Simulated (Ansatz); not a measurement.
```yaml
crystal:
  periodic: [false, false, false]
  atoms:
    - {symbol: B, position_ang: [0.000000, 0.000000, 0.000000]}
    - {symbol: B, position_ang: [0.000000, 0.000000, 1.562400]}
basis:
  gaussian: {orbitals: def2-TZVP}
total_charge: 1
magnetization: {spin_polarized: true, initial_magnetization: 3}
hamiltonian: {xc: pbe0}
relax: {f_tol: 0.004, max_steps: 80}
```

```sh
$ ansatz run in.yaml --threads 1 --pin off --events-out ev --progress --plain --max-ram 2176MiB
```

Steps of the relaxation (energy above the last step; positions in Å, forces in eV/Å):

```
2
step 1, 58.1 meV
B     0.000    0.000    0.000    0.000    0.000   -1.855
B     0.000    0.000    1.562    0.000    0.000    1.855
```

```
2
step 2, 3.7 meV
B     0.000    0.000   -0.024    0.000    0.000   -0.437
B     0.000    0.000    1.587    0.000    0.000    0.437
```

```
2
step 3, 0.0 meV
B     0.000    0.000   -0.032    0.000    0.000   -0.027
B     0.000    0.000    1.595    0.000    0.000    0.027
```

```
2
step 4, 0.0 meV
B     0.000    0.000   -0.033    0.000    0.000    0.001
B     0.000    0.000    1.595    0.000    0.000   -0.001
```

Close pairs at the end: B1–B2 1.628 Å.

A stationary point of unrestricted PBE0 after 4 steps, with ⟨S²⟩ = 3.751 against 3.75 for a pure state. 6.5 s on 1 thread of AMD EPYC 7R13, shared host.
